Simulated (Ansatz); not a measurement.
Cost and result for the atomization energy of CH$_{4}$OS$_{2}$ (`OC(S)S`) (8 atoms, 7 bonds).

Charge 0, multiplicity 1. The structure was optimised at the PBE0-D4/def2-TZVP level. It is one conformer, not always the lowest. Program: Ansatz. All runs use 2 threads of an Arm Neoverse V2 on a shared host. Times are those of one run each, without the atoms' runs, and a repeat can differ threefold. Electronic energies, without spin–orbit coupling; frozen cores. CCSD(T)/CBS adds CCSD(T) − MP2 in def2-TZVPP to the MP2 limit, and its time is that of the two runs behind it. T1 = 0.012. B3LYP takes the VWN-RPA correlation (the form of Gaussian; ORCA's B3LYP/G).

CCSD(T)/CBS is a level of theory with its own doubt, some kJ/mol a heavy atom from the limit and from the frozen cores, so smaller differences don't rank the functionals.

```
                             level  functions  wall time  atomization (kJ/mol)  difference from CCSD(T)/CBS  per bond
              revPBE-D4/def2-TZVPP        202      2.1 s                2645.3                          1.8       0.2
                  CCSD(T)/def2-SVP         84      2.2 s                2433.1                       -210.4     -30.1
           CAM-B3LYP-D4/def2-TZVPP        202      3.4 s                2629.2                        -14.3      -2.1
 B3LYP-D4/def2-TZVPP (with forces)        202      4.3 s                2623.6                        -19.9      -2.9
r2SCAN-D4/def2-TZVPP (with forces)        202        5 s                2650.3                          6.8       1.0
             r2SCANh-D4/def2-TZVPP        202      5.5 s                2624.6                        -18.9      -2.7
                 B2PLYP/def2-TZVPP        202      5.5 s                2589.7                        -53.8      -7.7
               PBE-QIDH/def2-TZVPP        202      5.5 s                2608.6                        -34.9      -5.0
                ωB97X-V/def2-TZVPP        202        8 s                2651.9                          8.4       1.2
  ωB97M-V/def2-TZVPP (with forces)        202       12 s                2659.7                         16.2       2.3
                    MP2/def2-QZVPP        374       17 s                2660.1                         16.6       2.4
                CCSD(T)/def2-TZVPP        202       64 s                2552.1                        -91.4     -13.1
                 CCSD(T)/CBS(def2)          –       81 s                2643.5                          0.0       0.0
```

At CCSD(T), def2-SVP lies −210.4 kJ/mol from the extrapolated value and def2-TZVPP −91.5 kJ/mol: correlation converges slowly with the basis, and small sets miss more of it in the bonded molecule than in its fragments. The D4 term adds +29.6 kJ/mol with B3LYP and +15.1 kJ/mol with PBE0; it sums over pairs of atoms, weighted by their polarisabilities, and B3LYP, whose exchange is more repulsive, gets the larger term. From BLYP to BHLYP (50 % exact exchange), in def2-TZVPP and without D4, the atomization energy moves by −106.1 kJ/mol: exact exchange takes away binding that semilocal exchange gives to molecules.
